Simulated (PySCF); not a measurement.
# Computed spin Hamiltonian

Species: C2H4N (doublet state).
Cartesian coordinates in Å at the GFN2-xTB level; atoms count from 1:
```xyz
7
C2H4N angstrom
C     -1.0493   -0.0406   -0.0138
C      0.3059    0.2351    0.0288
N      1.1690   -0.7261   -0.0981
H     -1.7848    0.7359    0.0892
H     -1.3777   -1.0549   -0.1517
H      0.6004    1.2830    0.1711
H      2.1399   -0.4275   -0.0524
```

The hyperfine couplings belong to this conformer and change with its torsions.

The species is `[H]/N=C/[CH2]` [radical].

Level of theory: PySCF 2.14.0, UKS B3LYP, pcH-1 on C H N, non-relativistic, mean-field spin-orbit, GIAO. Geometry: GFN2-xTB; no solvent, vibrations or thermal averaging. Couplings are sensitive to structure, and on GFN2-xTB geometries they can be far from those on DFT ones. ⟨S²⟩ is 0.776 where a pure state has 0.75.

```json
{
 "g1, g2, g3": "2.00215, 2.00308, 2.00534",
 "g_iso": "2.00352",
 "Form of g": "rhombic: the two nearest values differ by 29 % of g3 − g1",
 "⟨S²⟩": "0.7758 (exact 0.7500)",
 "α and β electrons": "12, 11"
}
```

Hyperfine couplings atom by atom, in mT; T1 to T3 are the principal values of the dipolar part (MHz turned into mT with g_iso):

| atom | isotope | a_iso | T1 | T2 | T3 | Mulliken spin population |
| --- | --- | --- | --- | --- | --- | --- |
| C1 | 13C | 2.15 | -2.11 | -2.06 | 4.17 | 0.78 |
| C2 | 13C | -1.75 | -1.02 | 0.39 | 0.64 | -0.23 |
| N3 | 14N | 0.62 | -0.86 | -0.83 | 1.69 | 0.53 |
| H4 | 1H | -1.70 | -1.03 | -0.03 | 1.06 | -0.03 |
| H5 | 1H | -1.66 | -0.90 | -0.08 | 0.98 | -0.03 |
| H6 | 1H | 0.31 | -0.20 | -0.02 | 0.22 | 0.01 |
| H7 | 1H | -1.26 | -1.06 | -0.19 | 1.24 | -0.02 |

The largest Mulliken spin populations are on C1 (+0.78), N3 (+0.53) and C2 (-0.23). The positive populations add up to 1.32 and the negative ones to -0.32, together 2S = 1. The angles at C1 add up to 360.0°, so it is planar; its axial dipolar tensor and the negative couplings of its protons fit spin in a p orbital normal to that plane.

Axes: g1 is normal to the molecular plane and g2 points within 5° of the C2–H6 bond.

Under fast tumbling the dipolar parts average out, and these isotropic splittings remain: 1 × 1H (H4, I = 1/2, 2 lines) with 1.70 mT, 1 × 1H (H5, I = 1/2, 2 lines) with 1.66 mT, 1 × 1H (H7, I = 1/2, 2 lines) with 1.26 mT, 1 × 14N (N3, I = 1, 3 lines) with 0.62 mT and 1 × 1H (H6, I = 1/2, 2 lines) with 0.31 mT.

H4 and H5 aren't averaged: C1 is flat or nearly so (angle sum 360°), and its turn about the short C1–C2 bond (1.38 Å) is taken as slow.

The 13C coupling of C1 (60.4 MHz) shows only in satellite lines or after enrichment, since that isotope makes up about 1.07 % of natural carbon.

β density exceeds α density at some nuclei, such as C2 (-0.0437), H4 (-0.0107) and H5 (-0.0104), spin density in bohr⁻³. In a single determinant that takes different orbitals for the two spins, that is spin polarisation.

Hardware: Arm Neoverse V1, one thread, no GPU, shared host. Cost: 16 s (grids of density and orbitals included), 0.35 GiB resident at most.
